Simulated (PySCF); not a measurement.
An unknown is described by computed data only.

Formula: C4H10.

| Property | Result |
| --- | --- |
| Rotational structure | rotational constants A, B, C: 7.876, 7.873, 4.580 GHz [GFN2-xTB] |
| 1H NMR | chemical shifts (computed TMS as zero) by class: 1.61 (1 H), 0.96 (9 H) ppm [GIAO PBE0/pcSseg-1] |
| Dipole | 0.11 D [PBE0/pcSseg-1] |
| 13C NMR | chemical shifts (computed TMS as zero) by class: 27.6 (1 C), 26.6 (3 C) ppm [GIAO PBE0/pcSseg-1] |
| Couplings | largest of the computed one-bond spin–spin couplings (means over like bonds): 13C–1H +133.1, 13C–1H +130.8 (×9), 13C–13C +34.2 (×3) Hz [B3LYP/pcJ-1, spin–dipole term left out] |

The electronic properties come from PySCF, for the isolated species, density fitting. Levels stand in brackets. Isolated species at its GFN2-xTB geometry, gas phase. Each NMR value is the plain mean over a class of atoms that symmetry, rotation or inversion makes alike.

Q: Propose a structure and show how it fits.

A: Numbering: `[CH3:1][CH:2]([CH3:3])[CH3:4]`. Its formula, C4H10, gives 0 degrees of unsaturation, so no ring and no π bond. 4 carbons fall into 2 classes; from least to most shielded: sp3 CH carbon [C2] (27.6 ppm), methyl carbon [C1/C3/C4] (26.6 ppm, 3 C). Hydrogen classes from least to most shielded: 1 H on an sp3 CH carbon, C2 (1.61 ppm), 9 H on 3 methyl carbons, C1/C3/C4 (0.96 ppm, a mean of values up to 0.5 ppm apart in this geometry). The couplings run between: +133.1 Hz, sp3 CH carbon [C2] and its hydrogen; +130.8 Hz, methyl carbon [C1] and its hydrogen (with 8 like pairs); +34.2 Hz, methyl carbon [C1] and sp3 CH carbon [C2] (with 2 like pairs). The optimised geometry has point group C3v and is an oblate symmetric top (the spread among constants that symmetry makes equal is optimisation noise). Structure: isobutane (`CC(C)C`). Computed isomers that give other values at the same levels: `CCCC` (butane) (13C chemical shifts (computed TMS as zero) by class: 30.4 (2 C), 17.5 (2 C) ppm). The assignments are read from this structure; whether some other isomer fits the data as well wasn't checked.
